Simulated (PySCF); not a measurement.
Consider cyclobutane, `C1CCC1` (C4H8). Atom numbers as in the mapped SMILES `[CH2:1]1[CH2:2][CH2:3][CH2:4]1`. These are map numbers, not IUPAC locants.

Level of theory: ωB97X-D3(BJ)/ma-def2-TZVP single points in PySCF, grid level 2; every species was optimised with PBE0-D3(BJ)/def2-SVP. ωB97X-D3(BJ) is ωB97X-V with D3(BJ) in place of VV10. Thermal corrections: PBE0-D3(BJ)/def2-SVP frequencies, unscaled, ideal gas at 298.15 K and 1 bar, quasi-RRHO entropy.

What are the vertical and the adiabatic ionisation energy for forming the radical cation?

10.98 eV vertical and 9.69 eV adiabatic, the latter with zero-point energy.

What oxidation potential follows in DMSO (IEF-PCM), given that Fc+/Fc comes at 4.53 V absolute with this functional and basis?

In the gas phase ΔG of oxidation is 9.655 eV, and solvation is -2.5 kJ/mol for the parent and -250.9 kJ/mol for the product, so the absolute potential is 7.08 V, or 2.55 V against Fc+/Fc. Fc+/Fc in DMSO, 4.53 V, is ωB97X-D3(BJ)/ma-def2-TZVP on PBE0-D3(BJ)/def2-SVP structures with GFN2-xTB thermal terms. Benchmark calculations put it near 5.0 V in acetonitrile and DMSO, so it is about 0.5 V low, and the value against it can read up to that much too high. The solvent is electrostatics only, on gas-phase structures; the absolute scale refers to an electron at rest in vacuum.

How far is −ε(HOMO) from the vertical value by ΔSCF?

−ε(HOMO) = 11.08 eV, which is 0.11 eV above the ΔSCF value.

Differences come from unrounded values, so a last digit can differ from that of the printed terms.
